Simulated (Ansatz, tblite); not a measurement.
Elastic constant C11 (GPa) of solids drawn from the class of alkali halides, at two levels: GFN1-xTB tight binding with its D3(BJ) term, in tblite, supercell at the zone centre, Fermi filling at 1000 K (free energies), no spin polarisation (tblite), and PBE (PAW; Ansatz, a program for electronic structure).

```
solid           GFN1-xTB   PBE  shift (%)
--------------  --------  ----  ---------
rock-salt KI        33.6  24.1        -28
rock-salt LiBr      55.3  42.1        -24
rock-salt KCl       46.0  36.1        -22
rock-salt LiF       51.0   108       +112
rock-salt NaF       23.5  90.0       +283
rock-salt LiCl      80.1  51.6        -36
rock-salt NaCl      48.2  47.2       -2.1
rock-salt KF        86.7  58.7        -32
rock-salt KBr       36.7  30.3      -17.4
rock-salt NaI       45.3  29.5        -35
```

The shifts run from -36 % to +283 %, with a median of -23 %.

Over all 10 rows PBE is the larger in 2.

Spin–orbit coupling is left out, also for the solids with elements from indium on (rock-salt KI, rock-salt NaI); its size isn't shown.

Each level is taken at its own relaxed cell. Caveats: the method was fitted mainly to molecules (GFN1-xTB: rock-salt KI, rock-salt LiBr, rock-salt KCl, rock-salt LiF, rock-salt NaF, rock-salt LiCl and 4 more); the relaxed volume lies over a fifth from the starting cell (GFN1-xTB: rock-salt KCl); the run uses a supercell at the zone centre in place of a k mesh (GFN1-xTB: rock-salt KI, rock-salt LiBr, rock-salt KCl, rock-salt LiF, rock-salt NaF, rock-salt LiCl and 4 more). Ansatz's density-functional and Hartree–Fock values are scalar-relativistic unless marked +SOC, with PAW data made under PBE.
